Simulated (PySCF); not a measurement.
## A search over the determinants of SN

Unrestricted PBE0; PySCF, no relativity, basis sets S 6-31G(d,p), N 6-31G(d,p). Outer shells of the fragments: S 3s2 3p4; N 2s2 2p3.

Followed along the bond (rough minima from three points):

```
2Ms+1  unpaired  ⟨S²⟩ at the start  R at minimum (Å)  Te (eV)
    2       π ↑               0.80              1.51     0.00
    4     π ↑↑↑               3.76  none in the scan   ≤ 2.55
```

Solutions found at the starting distance of 1.640 Å, counted from the lowest of them; the search is not exhaustive and high or unbound solutions are not listed, so other states can lie among these:

```json
{"2Ms+1": "2", "unpaired": "π ↑", "term": "²Π", "E (eV)": "0.00", "⟨S²⟩": "0.80", "⟨Lz²⟩": "1.00", "μ (D)": "-1.38"}
{"2Ms+1": "4", "unpaired": "π ↑↑↑", "term": "⁴Π", "E (eV)": "2.28", "⟨S²⟩": "3.76", "⟨Lz²⟩": "1.00", "μ (D)": "-1.45"}
{"2Ms+1": "2", "unpaired": "π ↑↑↓", "term": "mixed", "E (eV)": "2.86", "⟨S²⟩": "1.76", "⟨Lz²⟩": "3.01", "μ (D)": "-1.51"}
{"2Ms+1": "4", "unpaired": "σ ↑, π ↑↑", "term": "⁴Σ⁻", "E (eV)": "3.02", "⟨S²⟩": "3.76", "⟨Lz²⟩": "0.00", "μ (D)": "-0.37"}
{"2Ms+1": "2", "unpaired": "σ ↑, π ↑↓", "term": "mixed", "E (eV)": "3.86", "⟨S²⟩": "1.76", "⟨Lz²⟩": "2.01", "μ (D)": "-0.72"}
{"2Ms+1": "2", "unpaired": "σ ↓, π ↑↑", "term": "mixed", "E (eV)": "3.97", "⟨S²⟩": "1.77", "⟨Lz²⟩": "0.00", "μ (D)": "-0.77"}
{"2Ms+1": "2", "unpaired": "π ↑", "term": "mixed", "E (eV)": "4.80", "⟨S²⟩": "0.75", "⟨Lz²⟩": "3.01", "μ (D)": "-1.67"}
{"2Ms+1": "4", "unpaired": "σ ↑, π ↑↑", "term": "mixed", "E (eV)": "7.02", "⟨S²⟩": "3.75", "⟨Lz²⟩": "2.01", "μ (D)": "-1.02"}
{"2Ms+1": "4", "unpaired": "σ ↑, π ↑↑", "term": "mixed", "E (eV)": "7.16", "⟨S²⟩": "3.76", "⟨Lz²⟩": "2.01", "μ (D)": "-0.27"}
{"2Ms+1": "2", "unpaired": "σ ↓, π ↑↑", "term": "mixed", "E (eV)": "7.87", "⟨S²⟩": "1.79", "⟨Lz²⟩": "2.01", "μ (D)": "-0.27"}
{"2Ms+1": "4", "unpaired": "σ ↑, π ↑↑", "term": "mixed", "E (eV)": "8.00", "⟨S²⟩": "3.75", "⟨Lz²⟩": "2.00", "μ (D)": "-0.12"}
{"2Ms+1": "4", "unpaired": "σ ↑↑, π ↑", "term": "⁴Π", "E (eV)": "8.06", "⟨S²⟩": "3.85", "⟨Lz²⟩": "1.01", "μ (D)": "0.31"}
{"2Ms+1": "6", "unpaired": "σ ↑, π ↑↑↑↑", "term": "⁶Σ⁺", "E (eV)": "9.00", "⟨S²⟩": "8.75", "⟨Lz²⟩": "0.00", "μ (D)": "-0.72"}
{"2Ms+1": "6", "unpaired": "σ ↑↑, π ↑↑↑", "term": "⁶Π", "E (eV)": "9.43", "⟨S²⟩": "8.76", "⟨Lz²⟩": "1.00", "μ (D)": "0.61"}
```

A term symbol is given only where ⟨S²⟩ and ⟨Lz²⟩ are close to those of a pure state; real π, δ and φ orbitals otherwise mix terms. A positive dipole means S(−)N(+).

Counting both spins, an empty level lies below a filled one in some of these solutions, because spin and occupation are held.
